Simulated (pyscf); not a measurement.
Optimised with ωB97X-D3(BJ)/def2-SVP in PySCF.

### Question
Estimate the classical barrier height and the reaction energy of HO–SiH₂• + hydrogen (H₂) → silyl (SiH₃•) + water (H₂O) at B3LYP-D3(BJ)/def2-TZVP. The step runs on the doublet surface, breaks O–Si, H–H and forms H–Si, H–O; take the separated reactants as zero.

### Answer
ΔE‡ = 44.8 kcal/mol, ΔE = +15.8 kcal/mol. ωB97M-D3(BJ)/def2-TZVP gives 44.2 kcal/mol and +14.7 kcal/mol. Zero-point energy shifts the barrier by +1.8 kcal/mol. It is a four-centre exchange, with an imaginary mode of 1460i cm⁻¹. The same reactants have a lower exit, to HO–SiH₃ + H• (barrier +15.3 kcal/mol at ωB97M-D3(BJ)/def2-TZVP, against +44.2 kcal/mol here). This is the saddle that the search found; another between the same sides may lie lower.
